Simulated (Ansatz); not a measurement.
System: F₂, charge 1, doublet. F2+ (parent SMILES FF, doublet).
B3LYP-D3(BJ)/def2-TZVP minimum from Ansatz (a program for electronic structure):
```xyz
2

F      0.0000     0.0000    -0.6465
F      0.0000     0.0000     0.6465
```
Charge +1, spin multiplicity 2.

Hartree-Fock and MP2 correlation energies in hartree (Ansatz). Radicals and triplets start from unrestricted determinants; spin-orbit coupling is neglected. Cores are frozen in correlated methods. No relativity. The determinant of F2+ (parent SMILES FF, doublet) is a saddle point of the SCF energy; a lower one exists, which strains HF and MP2.

```json
[
 {"basis": "cc-pVTZ", "X": "3", "E(HF)": "-198.19142", "E(corr, MP2)": "-0.52179"},
 {"basis": "cc-pVQZ", "X": "4", "E(HF)": "-198.20927", "E(corr, MP2)": "-0.56219"},
 {"basis": "cc-pV5Z", "X": "5", "E(HF)": "-198.21414", "E(corr, MP2)": "withheld"}
]
```

Problem. Fit E(corr) = E∞ + A/X³ to X = 3 and 4, predict X = 5, and compare with the run.

Solution. A = (-0.52179 - (-0.56219))/(1/27 - 1/64) = 1.8868; E∞ = -0.56219 - A/64 = -0.59167; at X = 5, E∞ + A/125 = -0.57658. The run gave -0.57967, 3.09 mEh below the prediction. The same form on X = 4 and 5 gives E∞ = -0.59801, 6.34 mEh below the first estimate.
